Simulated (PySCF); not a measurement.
# Reading a saddle point

A first-order saddle point of BNH3Cl, closed shell, PBE0-D4/def2-TZVP, with one imaginary mode of 1266i cm⁻¹:

```xyz
6
angstrom
B -0.3594 -0.0638 0.0235
H -0.3986 0.5600 -1.2101
N 0.9182 -0.3829 0.2192
H 0.4761 0.5534 -0.8431
Cl -1.9619 0.0175 0.7163
H 1.3254 -0.6842 1.0940
```

Program: PySCF 2.14 with density fitting (its default auxiliary sets; JK sets also for MP2 and CCSD(T)). Basis: def2-TZVPP and def2-QZVPP. Cores are frozen in the correlated methods. Extrapolation: Hartree–Fock as exp(−7.88 √X), correlation as X^−2.97.

Q: Which contacts change along the imaginary mode, and what lies on either side? (A judgement: the text doesn't fix the answer.)

A: Computed: The step is BNH₃Cl ([NH2][BH][Cl]) → BNHCl ([NH][B][Cl]) + H₂, with the molecules in contact on both sides. Shortening one way: H2–H4; lengthening the same way: B1–H2, N3–H4.
| pair | one side (Å) | saddle (Å) | other side (Å) |
| --- | --- | --- | --- |
| H2–H4 | 2.55 | 0.95 | 0.75 |
| B1–H2 | 1.19 | 1.38 | 3.58 |
| N3–H4 | 1.01 | 1.48 | 3.07 |

Q: Which side is lower, and how far does the saddle lie above each? (To be estimated.)

A: The calculation gives: The side with B1–H2, N3–H4 short is lower by 46.95 kcal/mol; the saddle lies 80.95 kcal/mol above it and 34.01 kcal/mol above the other (CCSD(T) at an estimated basis limit (MP2 extrapolated from triple and quadruple zeta, plus CCSD(T) − MP2 in triple zeta); electronic energies).

No T1 diagnostic of these runs exceeds 0.015.

Labels in which every atom is bracketed show which atoms are joined, not bond orders.

For scale, one of the runs: CCSD(T)/def2-TZVPP, 146 basis functions, launched by `OMP_NUM_THREADS=4 python run.py`. The run took 75 s on 4 CPU threads of an Arm Neoverse V2 (shared host), with 0.87 GiB of host memory at its peak.
